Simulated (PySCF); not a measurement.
A GIAO shielding run with PySCF 2.14.0 with density-fitted response routines (density fitting, non-relativistic, gas phase) on `[SiH3]S[SiH3]`, H₆SSi₂:

```
$ OMP_NUM_THREADS=1 python probes_run.py task.json out

{"job": {"kind": "nmr", "xc": "LDA", "basis": "pcSseg-2", "pop": false}, "charge": 0, "multiplicity": 1}
Si     1.371337     0.570458     0.298967
S     -0.093599     0.615889    -1.273434
Si    -1.658300    -0.527344    -0.341609
H      1.796609    -0.829622     0.598232
H      2.530475     1.362049    -0.199269
H      0.830419     1.182318     1.549661
H     -1.218070    -1.930900    -0.082847
H     -2.798127    -0.518598    -1.300267
H     -2.070833     0.090491     0.954363
```

Hardware: 1 thread of an Arm Neoverse V1, shared host.

**Question.** How large is the calculation?

**Answer.** 50 electrons, 213 basis functions and 672 auxiliary functions.

**Question.** How long does it take, and how much memory does it need?

**Answer.** 18 s of wall time, with 12 SCF cycles; peak memory 0.89 GiB. Times on a shared host scatter by some tens of per cent.

**Question.** And these other runs on the same molecule and hardware: GIAO shielding at PBE0/pcSseg-1; GIAO shielding at PBE0/pcSseg-2; GIAO shielding at B3LYP/pcSseg-2; GIAO shielding at B97-D/pcSseg-2; GIAO shielding at BLYP/pcSseg-2; GIAO shielding at BP86/pcSseg-2?

**Answer.** PBE0/pcSseg-1: 102 functions, 5.8 s; PBE0/pcSseg-2: 213 functions, 16 s; B3LYP/pcSseg-2: 213 functions, 28 s; B97-D/pcSseg-2: 213 functions, 25 s; BLYP/pcSseg-2: 213 functions, 25 s; BP86/pcSseg-2: 213 functions, 24 s.
